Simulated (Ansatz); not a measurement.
# Worked example: building the atomization energy of C2H3FO, singlet

Measured: the G2/97 heats of formation, with zero-point and thermal terms from B3LYP taken off, give an electronic atomization energy of 706.0 kcal/mol (Curtiss et al., J. Chem. Phys. 106, 1063 (1997); Staroverov et al., J. Chem. Phys. 119, 12129 (2003)). The calculation below tries to reproduce it.

Geometry (MP2(full)/6-31G*, from the G2/97 set):

```yaml
atoms:
  - { symbol: C, position_ang: [0.0820, 0.1378, 0.0000] }
  - { symbol: O, position_ang: [0.2086, 1.3286, 0.0000] }
  - { symbol: F, position_ang: [-1.1620, -0.4314, 0.0000] }
  - { symbol: C, position_ang: [1.1314, -0.9248, 0.0000] }
  - { symbol: H, position_ang: [2.1179, -0.4657, 0.0000] }
  - { symbol: H, position_ang: [1.0068, -1.5570, 0.8815] }
  - { symbol: H, position_ang: [1.0068, -1.5570, -0.8815] }
```

Atomization energies (atoms less molecule, kcal/mol) from Ansatz 0.2.0, frozen cores, restricted molecule, unrestricted atoms, sets cc-pVDZ, cc-pVTZ, cc-pVQZ:

```
   level      DZ      TZ      QZ
      HF  486.37  497.65  498.68
 CCSD(T)  651.05  686.45  697.20
   CCSDT  650.96  685.70       –
CCSDT(Q)  651.97  686.65       –
```

Question: Extrapolate Hartree–Fock with exp(−5.46 √X) and the CCSD(T) correlation part with X⁻³ (X = 3, 4), add each higher step from the largest set that has it, and compare with the measured value.

Answer: Hartree–Fock: 498.68 + (498.68 − 497.65) × 0.301 = 498.99.
Correlation: TZ 188.80, QZ 198.52; (64 × 198.52 − 27 × 188.80) / 37 = 205.61.
Full triples (TZ): 685.70 − 686.45 = -0.75.
(Q) (TZ): 686.65 − 685.70 = 0.95.
Sum: 704.8 kcal/mol, 1.2 below the measured 706.0.

The steps beyond CCSD(T) add 0.20 kcal/mol, while going from QZ to the limit adds 7.40. Core correlation, scalar relativity, spin–orbit terms and the relaxation from this MP2 geometry are missing from the sum, and the measured value has its own uncertainty.
